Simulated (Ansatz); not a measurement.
Ansatz (a program for electronic structure) input:

Ansatz 0.2 input:
```yaml
crystal:
  periodic: [false, false, false]
  atoms:
    - {symbol: C, position_ang: [0.00294306, 1.39046446, 0.00403829]}
    - {symbol: C, position_ang: [1.20564233, 0.69266801, 0.00734657]}
    - {symbol: C, position_ang: [1.20269927, -0.69779645, 0.00330827]}
    - {symbol: C, position_ang: [-0.00294306, -1.39046446, -0.00403829]}
    - {symbol: C, position_ang: [-1.20564233, -0.69266801, -0.00734657]}
    - {symbol: C, position_ang: [-1.20269927, 0.69779645, -0.00330827]}
    - {symbol: H, position_ang: [0.00523441, 2.47302785, 0.00718236]}
    - {symbol: H, position_ang: [2.14431017, 1.23195330, 0.01306633]}
    - {symbol: H, position_ang: [2.13907575, -1.24107455, 0.00588397]}
    - {symbol: H, position_ang: [-0.00523441, -2.47302785, -0.00718236]}
    - {symbol: H, position_ang: [-2.14431017, -1.23195330, -0.01306633]}
    - {symbol: H, position_ang: [-2.13907575, 1.24107455, -0.00588397]}
basis:
  gaussian:
    orbitals: def2-TZVPD
hamiltonian:
  xc: {name: CAM-B3LYP}
magnetization: {spin_polarized: true, initial_magnetization: 2}
```

Task: Which total energy does the run end on?

Result: -232.03322 Eh (CAM-B3LYP/def2-TZVPD). The basis has 276 functions.

This state (charge 0, triplet) is run at the relaxed geometry of the species with charge 0 and multiplicity 1, and is a spin state other than that species' own.
